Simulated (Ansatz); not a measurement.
C3H5ClO can be A, `C=CC(O)Cl`, or B, `C[C@H]1O[C@@H]1Cl`.

Isolated molecules relaxed with PBE0-D4/def2-TZVP in Ansatz; ΔE leaves out vibrations. CCSD(T)/CBS is the MP2 limit (def2-TZVPP, def2-QZVPP) plus CCSD(T) − MP2 in def2-TZVPP, frozen cores. Functionals use def2-TZVPP. B3LYP here is the variant with VWN-RPA as its local correlation; programs differ in this. One conformer a species, not always the lowest.

Which is lower in electronic energy at CCSD(T)/CBS, and by how much? (Estimate.)

Ansatz gave: A, by 9.9 kcal/mol.

Give E(B) − E(A) in kcal/mol with r2SCAN-D4, HF/def2-TZVPP, LDA (SPW92), B2PLYP, BLYP-D4, B3LYP-D4, CCSD(T)/def2-SVP. (An estimate is asked.)

Ansatz gave: r2SCAN-D4 6.3, HF/def2-TZVPP 11.2, LDA (SPW92) 4.9, B2PLYP 8.9, BLYP-D4 10.4, B3LYP-D4 9.9, CCSD(T)/def2-SVP 7.6. None reverses the order clearly.

Does the order hold for the free energy at 298.15 K (harmonic terms from PBE0-D4)? (Best estimate.)

Computed: Yes: G(B) − G(A) = +10.2 kcal/mol, for one conformer each.

Largest T1 diagnostic: 0.011.

Leaving LDA and LC-ωPBE aside and taking each functional with its dispersion term where it has one, the values, not all of them listed here, spread over 5.3 kcal/mol, from ωB97X-V to BLYP-D4. In def2-TZVPP, CCSD(T) changes the Hartree–Fock value by −2.2 kcal/mol (the triples alone add +0.1 kcal/mol) and MP2 by −3.8 kcal/mol.
